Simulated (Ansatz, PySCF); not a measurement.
C₄H₆, SMILES C=CC=C. Atoms are numbered in the order given.

```xyz
10

C     -0.1101     1.8510     0.0000
C      0.4006     0.6060     0.0000
C     -0.4006    -0.6060     0.0000
C      0.1101    -1.8510     0.0000
H     -1.1928     2.0182     0.0000
H      0.5331     2.7350     0.0000
H      1.4906     0.4700     0.0000
H     -1.4906    -0.4700     0.0000
H     -0.5331    -2.7350     0.0000
H      1.1928    -2.0182     0.0000
```

Geometry optimised at r2SCAN-D4/def2-SVP. One conformer was computed; it need not be the lowest.

Two levels are set side by side: PBE-D3(BJ)/def2-SVP (Ansatz, an electronic-structure program) and r2SCAN-D4/def2-SVP (Ansatz). Each level has its own optimised geometry; the coordinates shown are those of the second. Frequencies come from the Hessian of PySCF at each geometry. Differences are taken from unrounded values.

```json
[
 {"quantity": "mean bond length (Å)", "r2SCAN-D4": "1.191"},
 {"quantity": "bond C1–C2 (Å)", "r2SCAN-D4": "1.346"},
 {"quantity": "bond C2–C3 (Å)", "r2SCAN-D4": "1.453"},
 {"quantity": "bond C3–C4 (Å)", "r2SCAN-D4": "1.346"},
 {"quantity": "bond C1–H5 (Å)", "r2SCAN-D4": "1.096"},
 {"quantity": "bond C1–H6 (Å)", "r2SCAN-D4": "1.093"},
 {"quantity": "bond C2–H7 (Å)", "r2SCAN-D4": "1.099"},
 {"quantity": "bond C3–H8 (Å)", "r2SCAN-D4": "1.099"},
 {"quantity": "bond C4–H9 (Å)", "r2SCAN-D4": "1.093"},
 {"quantity": "bond C4–H10 (Å)", "r2SCAN-D4": "1.096"},
 {"quantity": "highest harmonic wavenumber (cm⁻¹)", "r2SCAN-D4": "3247"},
 {"quantity": "mean harmonic wavenumber (cm⁻¹)", "r2SCAN-D4": "1547"},
 {"quantity": "zero-point energy (kcal/mol)", "r2SCAN-D4": "53.08"}
]
```

Q: What does PBE-D3(BJ) give, and how far is it from r2SCAN-D4? (An estimate is asked for; the answer gives what the named calculation found.)

A: 
```json
[
 {"quantity": "mean bond length (Å)", "PBE-D3(BJ)": "1.198", "PBE-D3(BJ) minus r2SCAN-D4": "0.007"},
 {"quantity": "bond C1–C2 (Å)", "PBE-D3(BJ)": "1.352", "PBE-D3(BJ) minus r2SCAN-D4": "0.007"},
 {"quantity": "bond C2–C3 (Å)", "PBE-D3(BJ)": "1.456", "PBE-D3(BJ) minus r2SCAN-D4": "0.003"},
 {"quantity": "bond C3–C4 (Å)", "PBE-D3(BJ)": "1.352", "PBE-D3(BJ) minus r2SCAN-D4": "0.007"},
 {"quantity": "bond C1–H5 (Å)", "PBE-D3(BJ)": "1.103", "PBE-D3(BJ) minus r2SCAN-D4": "0.007"},
 {"quantity": "bond C1–H6 (Å)", "PBE-D3(BJ)": "1.100", "PBE-D3(BJ) minus r2SCAN-D4": "0.007"},
 {"quantity": "bond C2–H7 (Å)", "PBE-D3(BJ)": "1.105", "PBE-D3(BJ) minus r2SCAN-D4": "0.007"},
 {"quantity": "bond C3–H8 (Å)", "PBE-D3(BJ)": "1.105", "PBE-D3(BJ) minus r2SCAN-D4": "0.007"},
 {"quantity": "bond C4–H9 (Å)", "PBE-D3(BJ)": "1.100", "PBE-D3(BJ) minus r2SCAN-D4": "0.007"},
 {"quantity": "bond C4–H10 (Å)", "PBE-D3(BJ)": "1.103", "PBE-D3(BJ) minus r2SCAN-D4": "0.007"},
 {"quantity": "highest harmonic wavenumber (cm⁻¹)", "PBE-D3(BJ)": "3176", "PBE-D3(BJ) minus r2SCAN-D4": "-71"},
 {"quantity": "mean harmonic wavenumber (cm⁻¹)", "PBE-D3(BJ)": "1509", "PBE-D3(BJ) minus r2SCAN-D4": "-38"},
 {"quantity": "zero-point energy (kcal/mol)", "PBE-D3(BJ)": "51.79", "PBE-D3(BJ) minus r2SCAN-D4": "-1.29"}
]
```
